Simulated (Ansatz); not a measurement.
# How far each method lies from UCCSDT(Q) for HGeCl⁺, doublet

Geometry: that of the HGeCl, singlet, kept fixed.

```xyz
3

Ge    0.0000   -0.0334    0.7078
Cl    0.0000    0.0241   -1.4746
H     0.0000    1.5604    0.8535
```

Basis cc-pVDZ; Ansatz 0.2.0. Correlated methods freeze the noble-gas cores and the filled d shells of p-block atoms, which leaves 11 electrons in 31 orbitals. R marks a restricted (for open shells ROHF) determinant, U an unrestricted one. Active spaces: valence = (11e, 9o) chosen from the atoms' valence shells. No spin–orbit coupling is included, and no scalar relativity.

Full CI isn't at hand for all of this; UCCSDT(Q) serves as the reference, and is uncertain by about the last step of the cluster series. The frozen core follows each run's orbitals, which can shift R against U totals by a few meV for light atoms and by up to 0.1 eV past Ca.

```
UHF ⟨S²⟩                          : 0.783
T1 diagnostic (RCCSD)             : 0.0459
largest doubles amplitude (RCCSD) : 0.048
T1 diagnostic (UCCSD)             : 0.0343
```

Task: From what is known of these methods and the diagnostics, rank them by the size of their error in total energy against UCCSDT(Q) in cc-pVDZ, smallest first (an estimate: the text doesn't fix the numbers).
A. UCCSD
B. UMP2
C. UCCSDT
D. UCCSD(T)
E. UHF

Result: C (0.53 kcal/mol), D (1.36 kcal/mol), A (6.20 kcal/mol), B (23.15 kcal/mol), E (144.90 kcal/mol).

All errors are against UCCSDT(Q) in cc-pVDZ. Within each family the higher level lies nearer, as is usual though not guaranteed.

Natural occupations of CASSCF (valence space) about the gap: 1.988 1.973 1.972 1.956 1.012 0.036 0.032 0.031; effectively unpaired electrons, Σ n²(2−n)², 1.03.
